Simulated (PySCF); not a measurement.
Circular dichroism: `C[C@@H]1C[C@H]1S`, C₄H₈S

Molfile (atoms numbered from 1):
```
C4H8S
     RDKit          3D

 13 13  0  0  0  0  0  0  0  0999 V2000
   -1.5828   -0.4523   -0.1570 C   0  0  0  0  0  0  0  0  0  0  0  0
   -0.2837    0.0132    0.4486 C   0  0  2  0  0  0  0  0  0  0  0  0
    0.3575    1.2845   -0.0195 C   0  0  0  0  0  0  0  0  0  0  0  0
    0.9720   -0.0367   -0.3690 C   0  0  1  0  0  0  0  0  0  0  0  0
    2.5319   -0.4785    0.4187 S   0  0  0  0  0  0  0  0  0  0  0  0
   -2.4229    0.0222    0.3471 H   0  0  0  0  0  0  0  0  0  0  0  0
   -1.6258   -0.1968   -1.2132 H   0  0  0  0  0  0  0  0  0  0  0  0
   -1.6881   -1.5315   -0.0581 H   0  0  0  0  0  0  0  0  0  0  0  0
   -0.1779   -0.2197    1.5019 H   0  0  0  0  0  0  0  0  0  0  0  0
    0.8668    1.9004    0.7058 H   0  0  0  0  0  0  0  0  0  0  0  0
   -0.1173    1.8426   -0.8128 H   0  0  0  0  0  0  0  0  0  0  0  0
    0.9197   -0.3770   -1.3945 H   0  0  0  0  0  0  0  0  0  0  0  0
    2.2462   -1.7700    0.5844 H   0  0  0  0  0  0  0  0  0  0  0  0
  1  2  1  0
  2  3  1  0
  3  4  1  0
  4  5  1  0
  4  2  1  0
  1  6  1  0
  1  7  1  0
  1  8  1  0
  2  9  1  1
  3 10  1  0
  3 11  1  0
  4 12  1  6
  5 13  1  0
M  END
```

Theory: PySCF 2.14.0, TDDFT CAM-B3LYP/def2-SVPD circular dichroism and optical rotation, one conformer, gas phase. Geometry: GFN2-xTB.

The molecule is flexible and this is one conformer; a measurement averages over conformers. States above about 8.1 eV lie in this functional's continuum (it starts at minus the energy of the highest occupied orbital, well below the true ionisation energy for most functionals) and depend on the basis.

(1) Assign R or S to each stereocentre.

(2) List the lowest 16 singlet excitations with oscillator and rotatory strengths.

Answers

(1) C2 R, C4 R.

(2) Rotatory strengths R in 10⁻⁴⁰ esu² cm², velocity form and length form (origin at the centre of mass); f in length form.
```
state  E (eV)  λ (nm)      f  R (velocity)  R (length)                                    main
    1    5.59     222  0.005          +4.5        +4.1        HOMO→LUMO 0.59, HOMO→LUMO+3 0.17
    2    6.21     200  0.030          -0.1        -0.1        HOMO→LUMO+1 0.76, HOMO→LUMO 0.17
    3    7.11     174  0.021         -15.9       -14.7                        HOMO→LUMO+2 0.89
    4    7.30     170  0.019          +4.8        +4.8      HOMO→LUMO+4 0.82, HOMO→LUMO+5 0.09
    5    7.44     167  0.012         +27.3       +28.0      HOMO→LUMO+3 0.31, HOMO−1→LUMO 0.19
    6    7.76     160  0.022         +16.6       +16.3      HOMO−1→LUMO 0.49, HOMO→LUMO+3 0.16
    7    7.92     156  0.080          +4.1        +8.5      HOMO→LUMO+6 0.42, HOMO→LUMO+5 0.18
    8    8.13     152  0.038          -6.6        -6.0    HOMO−1→LUMO+1 0.56, HOMO−1→LUMO 0.12
    9    8.20     151  0.014         -20.6       -22.6      HOMO→LUMO+5 0.44, HOMO→LUMO+6 0.12
   10    8.31     149  0.014         -30.2       -31.6                        HOMO−2→LUMO 0.66
   11    8.47     146  0.038         +15.6       +15.4    HOMO−1→LUMO+2 0.39, HOMO→LUMO+7 0.38
   12    8.54     145  0.010          -4.8        -4.9                        HOMO→LUMO+8 0.50
   13    8.60     144  0.008          +8.4        +8.7    HOMO−1→LUMO+2 0.16, HOMO→LUMO+9 0.16
   14    8.70     142  0.005          +6.5        +7.0   HOMO→LUMO+10 0.30, HOMO−2→LUMO+2 0.16
   15    8.82     141  0.057          +2.2        +2.3  HOMO−2→LUMO+1 0.17, HOMO−1→LUMO+2 0.15
   16    8.89     139  0.021         -11.6        -9.7                      HOMO−1→LUMO+3 0.54
```

Among the states computed, the strongest CD band (largest |R|) is state 10. The largest dissymmetry factor in size, g = 4R/(D+G), with D and G the electric and magnetic dipole strengths, is -0.03 for state 10 (velocity form, f = 0.013), among bands with |R| over 0.5. The mirror image has the same energies and oscillator strengths and all R with the opposite sign.
